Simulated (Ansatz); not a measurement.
Input file:

```yaml
crystal:
  periodic: [false, false, false]
  atoms:
    - {symbol: C, position_ang: [0.000000, 0.000000, 1.813037]}
    - {symbol: Ge, position_ang: [0.000000, 0.000000, -0.097202]}
    - {symbol: O, position_ang: [0.000000, 0.000000, -1.715835]}
basis:
  gaussian: {orbitals: cc-pVDZ}
total_charge: 1
magnetization: {spin_polarized: true, initial_magnetization: 3}
correlation: {method: ccsdt_q, electrons: outside_noble_gas}
```

```sh
$ ansatz run in.yaml --threads 1 --pin off --events-out ev --progress --plain --max-ram 2393MiB
```

Q: Roughly how long does this take on 1 thread of Arm Neoverse V1, shared host, and how much host memory?

A: 74 s wall and 0.47 GiB.

```
1015 factors; integrals over basis functions are off by at most 1.7e-7 eV
mean field evaluation 1: about -59512.6610 eV, gradient 5.0e1 eV
mean field evaluation 2: about -59512.6669 eV, gradient 5.0e1 eV
mean field evaluation 4: about -59524.9576 eV, gradient 6.7e0 eV
mean field evaluation 8: about -59525.9626 eV, gradient 3.9e-1 eV
mean field evaluation 16: about -59525.9717 eV, gradient 1.7e-6 eV
mean field evaluation 32: about -59525.2056 eV, gradient 2.3e-5 eV
mean field evaluation 64: about -59524.7627 eV, gradient 2.9e0 eV
mean field evaluation 96: about -59525.9712 eV, gradient 8.0e-2 eV
mean field evaluation 128: about -59525.1542 eV, gradient 1.5e0 eV
mean field evaluation 160: about -59525.9612 eV, gradient 1.0e0 eV
...
mean field -59525.97168267 eV, -2187.5391111852 hartree, gradient 1.7e-6 eV, S^2 3.852785; 18 other end points of the search recorded, 0 dependent functions left out
determinant -59525.97168267 eV, -2187.5391111852 hartree, with singles and doubles -59535.22225625 eV, -2187.8790634940 hartree
determinant -59525.20558268 eV, -2187.5109575299 hartree, with singles and doubles -59533.89041273 eV, -2187.8301191475 hartree
determinant -59523.44204944 eV, -2187.4461488788 hartree, with singles and doubles -59531.51385573 eV, -2187.7427822887 hartree
determinant -59523.33177516 eV, -2187.4420963738 hartree, with singles and doubles -59531.18477221 eV, -2187.7306886925 hartree
determinant -59522.78062492 eV, -2187.4218419760 hartree, with singles and doubles -59531.30173371 eV, -2187.7349869483 hartree
determinant -59522.72380265 eV, -2187.4197537963 hartree, with singles and doubles -59531.22554532 eV, -2187.7321870765 hartree
determinant -59522.53395959 eV, -2187.4127771924 hartree, with singles and doubles -59529.90748393 eV, -2187.6837492138 hartree
16 core orbitals not correlated: weight in the atoms' cores, before any rotation towards them, 0.987 or more for the frozen orbitals, at most 0.011 for the correlated occupied ones
reference -59525.97168267 eV, -2187.5391111852 hartree; 8, 5 occupied and 31, 34 virtual orbitals, 1015 factors
second order -8.86342589 eV of doubles, -0.00000000 eV of singles
...
cycle  16  -9.81397363 eV  change    5.3e-6 eV  update   8.3e-5
cycle  17  -9.81394080 eV  change    3.3e-5 eV  update   5.0e-5
cycle  18  -9.81391492 eV  change    2.6e-5 eV  update   3.1e-5
cycle  19  -9.81388205 eV  change    3.3e-5 eV  update   2.0e-5
cycle  20  -9.81386191 eV  change    2.0e-5 eV  update   1.2e-5
cycle  21  -9.81385720 eV  change    4.7e-6 eV  update   8.2e-6
cycle  22  -9.81385944 eV  change   -2.2e-6 eV  update   5.0e-6
cycle  23  -9.81385753 eV  change    1.9e-6 eV  update   3.8e-6
cycle  24  -9.81386080 eV  change   -3.3e-6 eV  update   2.1e-6
cycle  25  -9.81386019 eV  change    6.1e-7 eV  update   1.2e-6
perturbative correction -0.08896854 eV, -0.0032695336 hartree
Total energy: -59535.87451140 eV, -2187.9030334287 hartree
```

The determinant's ⟨S²⟩ is 3.85 against 3.75 for a pure state. The T1 diagnostic is 0.049.
